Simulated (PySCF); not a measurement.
# P₃: doublet, from a equilateral triangle start

The task is one start of a wider search on P₃: the doublet, from a equilateral triangle start. It is relaxed, tested by its Hessian and followed downhill if it is a saddle.

Program: PySCF 2.14.0. Level of theory: PBE0, basis P def2-TZVP, no relativity, density fitting. These are calculated values, not measurements.

## Step 1: Starting geometry

3 atoms, charge 0, spin multiplicity 2.

Bond lengths: P1–P2 2.220 Å, P1–P3 2.220 Å, P2–P3 2.220 Å. Angles: P2–P1–P3 60.0°, P1–P2–P3 60.0°, P1–P3–P2 60.0°.

Coordinates in bohr (charge 0 multiplicity 2):
```
P     1.2111   -2.0976    0.0000
P    -2.4221    0.0000    0.0000
P     1.2110    2.0976    0.0000
```

## Step 2: Finding the electronic state

The steps below are one call of a driver around PySCF. For each, scf.py gives the equivalent set-up of the SCF; relaxations use the driver's own optimiser. After this first run the driver tries any further starts and a stability analysis.

scf.py reads:

```python
from pyscf import gto, scf, dft
mol = gto.M(atom='''
P      0.640870    -1.110010     0.000000
P     -1.281720     0.000010     0.000000
P      0.640850     1.110010     0.000000''',
    basis={'P': 'def2-TZVP'},
    charge=0, spin=1)
mf = dft.UKS(mol, xc='PBE0')
mf.grids.atom_grid = (50, 194)
aux = {'P': 'def2-universal-JKFIT'}
mf = mf.density_fit(auxbasis=aux)
mf.conv_tol = 1e-08
mf.diis_space = 10
mf.max_cycle = 60
mf.init_guess = 'minao'
mf.verbose = 4
mf.kernel()
```

Run with:

```sh
$ OMP_NUM_THREADS=4 python axn.py task.json out
```

Further steps of the session: Equilateral triangle start, doublet: relaxation; Releasing the symmetry; Frequencies.

Q: Predict the outcome of this session. Wanted: minimum; geometry; wavenumbers; dipole moment; highest occupied, lowest empty level; polar-tensor charge of P1; zero-point energy; atomisation energy; ⟨S²⟩.

**Answer**, as computed:

```
                                          quantity                                                         value
                                           minimum                                                  doublet, C2v
                                          geometry  P–P 2.068 Å (×2), P–P 2.230 Å; P–P–P 57.4° (×2), P–P–P 65.2°
                                wavenumbers (cm⁻¹)                                  253 (b2), 430 (a1), 653 (a1)
                                     dipole moment                                                        0.53 D
highest occupied, lowest empty level (either spin)                                               -5.73, -3.31 eV
                         polar-tensor charge of P1                                                       -0.13 e
                                 zero-point energy                                                    8.0 kJ/mol
                               entropy at 298.15 K                                               282.0 J/(mol K)
         atomisation energy (no zero-point energy)                                                    733 kJ/mol
                                              ⟨S²⟩                                                         0.808
```

In words: The equilateral triangle start (D3h) ends in a minimum of C2v symmetry. The strongest infrared band lies at 253 cm⁻¹ (b2). The first SCF alone would have been 6 kJ/mol too high. Only this shape and spin were tried, so other structures or states may lie lower.
